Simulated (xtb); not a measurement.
xtb input:

```bash
xtb mol.xyz --gfn 1 --sp --chrg 1 --uhf 0
```
mol.xyz:
```
9

C     -1.07418128    -0.21162505    -0.02193321
O     -0.80426615    -1.25850516    -0.41995211
O      0.06884204     0.79292447     0.19070633
H     -1.99935379     0.30549760     0.23784596
C      1.50958716     0.37523867     0.11783599
H      2.04525726     1.24843873    -0.23885472
H      1.81242425     0.05625082     1.10994200
H      1.53355499    -0.43558812    -0.60121075
H     -0.12092511     1.56836467     0.75082691
```

Which total energy does the run end on?

-15.77619 Eh (GFN1-xTB).

It need not be the lowest isomer of its formula.
